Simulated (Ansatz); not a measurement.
Basis-set extrapolation for BH8NSi (`[BH3-][NH2+][SiH3]`) (PBE0-D4/def2-TZVP geometry, frozen core, the Gaussian-basis code of Ansatz). Multiplicity 1, RHF reference.

|  | def2-TZVPP | def2-QZVPP |
| --- | --- | --- |
| HF | -372.773684 | -372.787383 |
| MP2 correlation | -0.488574 | -0.520524 |
| CCSD(T) correlation | -0.555054 | not run |

Energies in hartree. Use E(X) = E(∞) + A·exp(−7.88·√X) for Hartree–Fock and E(X) = E(∞) + B·X^(−2.97) for correlation, with X = 3 and 4, and add CCSD(T) minus MP2 of the smaller set to the MP2 limit.

**Question.** What is the CCSD(T) energy at the basis-set limit?

**Answer.** HF limit: -372.787383 + (-0.013699) × 0.13774 = -372.78927. MP2 limit: -0.520524 + (-0.031950) × 0.74074 = -0.54419. Higher-order term: -0.555054 − (-0.488574) = -0.06648. Total: -373.39994 hartree, 186.9 kJ/mol below CCSD(T)/def2-TZVPP.
